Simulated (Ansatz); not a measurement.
Compare A (`CC(N)=S`) with its isomer B (`C=NCS`).

Program: Ansatz. Geometries: PBE0-D4/def2-TZVP. ΔE: electronic, gas phase. CCSD(T)/CBS is the MP2 limit (def2-TZVPP, def2-QZVPP) plus CCSD(T) − MP2 in def2-TZVPP, frozen cores. Functionals use def2-TZVPP. B3LYP here is the variant with VWN-RPA as its local correlation; programs differ in this. Each species was taken in one conformer, which may not be the lowest.

A:

```xyz
9

C     0.766    0.591    0.524
C    -0.347   -0.381    0.270
N    -0.749   -0.441   -1.006
S    -1.010   -1.316    1.447
H     0.929    0.704    1.592
H     1.689    0.222    0.065
H     0.541    1.568    0.084
H    -1.480   -1.084   -1.257
H    -0.338    0.136   -1.720
```

B:

```xyz
9

C    -1.343    0.638    0.537
N    -0.086    0.624    0.475
C     0.544   -0.580    0.007
S     1.375   -0.325   -1.582
H    -1.970   -0.219    0.253
H    -1.850    1.538    0.883
H     1.280   -0.902    0.745
H    -0.161   -1.404   -0.171
H     2.212    0.631   -1.148
```

Which is lower in electronic energy at CCSD(T)/CBS, and by how much? (Best estimate.)

Ansatz gave: A, by 110.6 kJ/mol.

Give E(B) − E(A) in kJ/mol with B3LYP-D4, B2PLYP, LDA (SPW92), B3LYP, CCSD(T)/def2-TZVPP, CCSD(T)/def2-SVP, CCSD/def2-TZVPP. (Best estimate.)

Ansatz gave: B3LYP-D4 116.3, B2PLYP 115.7, LDA (SPW92) 137.7, B3LYP 115.4, CCSD(T)/def2-TZVPP 105.3, CCSD(T)/def2-SVP 103.1, CCSD/def2-TZVPP 103.1. None reverses the order clearly.

Does the order hold for the free energy at 298.15 K (harmonic terms from PBE0-D4)? (Best estimate.)

The calculation gave: Yes: G(B) − G(A) = +103.6 kJ/mol, for one conformer each. Modes under 60 cm⁻¹, often nearly free rotors, make the harmonic entropy too high.

Largest T1 diagnostic: 0.016.

Leaving LDA and LC-ωPBE aside and taking each functional with its dispersion term where it has one, the values, not all of them listed here, spread over 15.9 kJ/mol, from ωB97X-V to r2SCAN-D4. LDA lies +16.0 kJ/mol from PBE without D4. At CCSD(T), def2-SVP lies −7.4 kJ/mol from the extrapolated value and def2-TZVPP −5.3 kJ/mol.
